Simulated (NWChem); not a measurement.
System: ethylamine (C2H7N); SMILES CCN

NWChem input:

```
start job
memory heap 200 mb stack 900 mb global 1100 mb
geometry units angstroms noautoz
  C      0.257133    -1.234303    -0.036660
  C     -0.550611     0.048855     0.021743
  N      0.315113     1.209036    -0.076842
  H     -0.394639    -2.120851    -0.013795
  H      0.863657    -1.264657    -0.954275
  H      0.946343    -1.308474     0.821174
  H     -1.188702     0.030672     0.932941
  H     -1.249616     0.072622    -0.832095
  H     -0.232305     2.067003    -0.065718
  H      0.930145     1.256355     0.734456
end
basis spherical
  * library def2-svpd
end
dft
  xc b3lyp
  iterations 150
  mulliken
end
task dft energy
```

Excerpt of the output:

```
             Northwest Computational Chemistry Package (NWChem) 7.3.0
             --------------------------------------------------------

 C1  symmetry detected

                             Geometry "geometry" -> ""
                             -------------------------

 Output coordinates in angstroms (scale by  1.889725989 to convert to a.u.)

  No.       Tag          Charge          X              Y              Z
 ---- ---------------- ---------- -------------- -------------- --------------
    1 C                    6.0000     0.25994432    -1.23610303    -0.03154030
    2 C                    6.0000    -0.55547471     0.04240564     0.02196790
    3 N                    7.0000     0.30322186     1.20735610    -0.08170282
    4 H                    1.0000    -0.38647832    -2.12645084    -0.00479267
    5 H                    1.0000     0.86628204    -1.26655328    -0.94927521
    6 H                    1.0000     0.94992204    -1.30263286     0.82630319
    7 H                    1.0000    -1.19308962     0.02410432     0.93349673
    8 H                    1.0000    -1.25494274     0.05849024    -0.83167017
    9 H                    1.0000    -0.24933870     2.06205647    -0.07384840
   10 H                    1.0000     0.91827457     1.26167759     0.72914071

 Effective nuclear repulsion energy (a.u.)      82.9992028211

                                 NWChem DFT Module
                                 -----------------

 Summary of "ao basis" -> "ao basis" (spherical)
 ------------------------------------------------------------------------------
       Tag                 Description            Shells   Functions and Types
 ---------------- ------------------------------  ------  ---------------------
 C                         def2-svpd                 8       20   4s2p2d
 N                         def2-svpd                 8       20   4s2p2d
 H                         def2-svpd                 4        8   2s2p

            General Information
            -------------------
          SCF calculation type: DFT
          Wavefunction type:  closed shell.
          No. of atoms     :    10
          No. of electrons :    26
           Alpha electrons :    13
            Beta electrons :    13
          Charge           :     0
          Spin multiplicity:     1
          Use of symmetry is: off; symmetry adaption is: off
          Maximum number of iterations: 150
          AO basis - number of functions:   116
                     number of shells:    52
          Convergence on energy requested:  1.00D-06
          Convergence on density requested:  1.00D-05
          Convergence on gradient requested:  5.00D-04

              XC Information
              --------------
                         B3LYP Method XC Potential
                     Hartree-Fock (Exact) Exchange  0.200
                        Slater Exchange Functional  0.800 local
                    Becke 1988 Exchange Functional  0.720 non-local
              Lee-Yang-Parr Correlation Functional  0.810
                  VWN I RPA Correlation Functional  0.190 local

             Grid Information
             ----------------
          Grid used for XC integration:  medium
          Radial quadrature: Mura-Knowles
          Angular quadrature: Lebedev.
          Tag              B.-S. Rad. Rad. Pts. Rad. Cut. Ang. Pts.
          ---              ---------- --------- --------- ---------
          C                   0.70       49          10.0       434
          N                   0.65       49          10.0       434
          H                   0.35       45          11.0       434
          Grid pruning is: on
          Number of quadrature shells:   462
          Spatial weights used:  Erf1

      Superposition of Atomic Density Guess
      -------------------------------------

 Sum of atomic energies:        -132.98959432

      Non-variational initial energy
      ------------------------------

 Total energy =    -134.987315
 1-e energy   =    -341.630782
 2-e energy   =     123.644264
 HOMO         =      -0.313108
 LUMO         =       0.059497

     ---------------------------------------------
      Total Density - Mulliken Population Analysis
     ---------------------------------------------

    Atom       Charge   Shell Charges
 -----------   ------   -------------------------------------------------------
    1 C    6     6.11   1.99  1.00 -0.25  0.07  2.07  1.10  0.02  0.12
    2 C    6     6.09   1.99  0.96 -0.07  0.11  1.90  0.93  0.05  0.22
    3 N    7     7.50   1.99  1.05  0.38  0.03  2.49  1.51  0.01  0.02
    4 H    1     0.87   0.68  0.11  0.02  0.05
    5 H    1     0.87   0.69  0.10  0.02  0.06
    6 H    1     0.88   0.69  0.12  0.02  0.06
    7 H    1     0.97   0.71  0.17  0.02  0.07
    8 H    1     0.97   0.71  0.19  0.02  0.05
    9 H    1     0.89   0.64  0.18  0.04  0.03
   10 H    1     0.85   0.64  0.16  0.04  0.02

   convergence    iter        energy       DeltaE   RMS-Dens  Diis-err
 ---------------- ----- ----------------- --------- --------- ---------
 d= 0,ls=0.0,diis     1   -135.0505697525 -2.18D+02  1.92D-02  3.31D-01
 d= 0,ls=0.0,diis     2   -135.0725197365 -2.19D-02  8.64D-03  1.59D-01
 d= 0,ls=0.0,diis     3   -135.0848923784 -1.24D-02  3.28D-03  4.73D-02
 d= 0,ls=0.0,diis     4   -135.0898168369 -4.92D-03  2.82D-04  7.42D-04
 d= 0,ls=0.0,diis     5   -135.0898975942 -8.08D-05  1.05D-04  5.92D-05
  Resetting Diis
 d= 0,ls=0.0,diis     6   -135.0899048222 -7.23D-06  2.03D-05  1.49D-06
 d= 0,ls=0.0,diis     7   -135.0899049997 -1.77D-07  5.31D-06  4.30D-08

         Total DFT energy =     -135.089904999732
      One electron energy =     -345.108298229099
           Coulomb energy =      147.369644267099
    Exchange-Corr. energy =      -20.350453858793
 Nuclear repulsion energy =       82.999202821061

 Numeric. integr. density =       26.000004637476

[...]
```

Level: B3LYP/def2-SVPD. All runs use the structure optimised with PBE0/def2-SVP.
